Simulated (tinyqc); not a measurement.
MP2 on RHF in the sto-6g basis, frozen core, for H2F+, spin multiplicity 1, step by step. One step of it, computed by the program tinyqc.

Question. Second-order Moller-Plesset energy. E2 = sum_ijab (ia|jb) [2 (ia|jb) - (ib|ja)] / (e_i + e_j - e_a - e_b) over occupied i, j and virtual a, b; the opposite-spin part is (ia|jb)^2 / denominator, the rest is same-spin, and SCS-MP2 scales them by 6/5 and 1/3.

orbital energies (hartree): [-26.991106, -2.138890, -1.294693, -1.124347, -1.087984, 0.046041, 0.245264]

Two-electron integrals over orbitals (pq|rs), unique and non-zero (hartree); the lowest 1 orbital is frozen and left out:
```
(22|22) 0.866670    (32|32) 0.164537    (33|22) 0.775271    (33|33) 0.763481
(42|22) 0.018920    (42|33) -0.002879   (42|42) 0.158725    (43|32) 0.002476
(43|43) 0.047213    (44|22) 0.829380    (44|33) 0.738132    (44|42) -0.092223
(44|44) 0.941190    (52|52) 0.180042    (53|53) 0.039502    (54|52) -0.035822
(54|54) 0.057688    (55|22) 0.881220    (55|33) 0.761791    (55|42) -0.044059
(55|44) 0.856641    (55|55) 0.998085    (62|22) 0.157827    (62|33) 0.098600
(62|42) 0.034283    (62|44) 0.123488    (62|55) 0.165627    (62|62) 0.084502
(63|32) -0.029314   (63|43) -0.014707   (63|63) 0.066736    (64|22) 0.113748
(64|33) 0.067859    (64|42) 0.004860    (64|44) 0.121825    (64|55) 0.114473
(64|62) 0.058989    (64|64) 0.054382    (65|52) 0.059349    (65|54) 0.002586
(65|65) 0.029916    (66|22) 0.596682    (66|33) 0.575691    (66|42) 0.070037
(66|44) 0.549009    (66|55) 0.567101    (66|62) 0.058760    (66|64) 0.029337
(66|66) 0.555913    (72|32) 0.057306    (72|43) -0.025169   (72|63) 0.030444
(72|72) 0.054194    (73|22) 0.192984    (73|33) 0.159391    (73|42) -0.057179
(73|44) 0.206777    (73|55) 0.221561    (73|62) 0.078769    (73|64) 0.065933
(73|66) 0.023224    (73|73) 0.155607    (74|32) -0.058639   (74|43) 0.015579
(74|63) 0.034975    (74|72) -0.012351   (74|74) 0.046593    (75|53) 0.025367
(75|75) 0.020255    (76|32) 0.105394    (76|43) 0.036611    (76|63) -0.080081
(76|72) -0.007897   (76|74) -0.055089   (76|76) 0.157921    (77|22) 0.639273
(77|33) 0.642519    (77|42) 0.007043    (77|44) 0.618993    (77|55) 0.625647
(77|62) 0.054958    (77|64) 0.027792    (77|66) 0.553529    (77|73) 0.077617
(77|77) 0.601198
```

Hartree-Fock energy = -99.77323454 hartree

Give: Terms; Pair energies; MP2 correlation energy; SCS-MP2 correlation energy; MP2 total energy.

Answer.

Terms:
```
i  j  a  b  (ia|jb)  (ib|ja)  denominator       term
3  3  7  7    0.156    0.156       -3.080     -0.008
2  3  6  7    0.079    0.030       -3.725  -2.69e-03
3  2  7  6    0.079    0.030       -3.725  -2.69e-03
3  4  7  6    0.066    0.035       -2.710  -2.36e-03
4  3  6  7    0.066    0.035       -2.710  -2.36e-03
3  3  6  6    0.067    0.067       -2.681  -1.66e-03
2  2  6  6    0.085    0.085       -4.370  -1.63e-03
4  4  6  6    0.054    0.054       -2.341  -1.26e-03
2  4  6  6    0.059    0.059       -3.355  -1.04e-03
4  2  6  6    0.059    0.059       -3.355  -1.04e-03
4  4  7  7    0.047    0.047       -2.739  -7.93e-04
2  2  7  7    0.054    0.054       -4.768  -6.16e-04
5  5  6  6    0.030    0.030       -2.268  -3.95e-04
5  5  7  7    0.020    0.020       -2.666  -1.54e-04
2  3  7  6    0.030    0.079       -3.725   1.46e-04
3  2  6  7    0.030    0.079       -3.725   1.46e-04
4  3  7  6    0.035    0.066       -2.710  -5.18e-05
3  4  6  7    0.035    0.066       -2.710  -5.18e-05
4  2  7  7   -0.012   -0.012       -3.754  -4.06e-05
2  4  7  7   -0.012   -0.012       -3.754  -4.06e-05
```

Pair energies (hartree; pair i-j sums ij and ji):
```
pair  opposite spin  same spin
2-2       -2.25e-03      0.000
3-2       -3.83e-03  -1.25e-03
3-3          -0.010      0.000
4-2       -2.16e-03      0.000
4-3       -4.11e-03  -7.07e-04
4-4       -2.06e-03      0.000
5-5       -5.48e-04      0.000
```

MP2 correlation energy = -0.02643 hartree

SCS-MP2 correlation energy = -0.03002 hartree

MP2 total energy = -99.79967 hartree
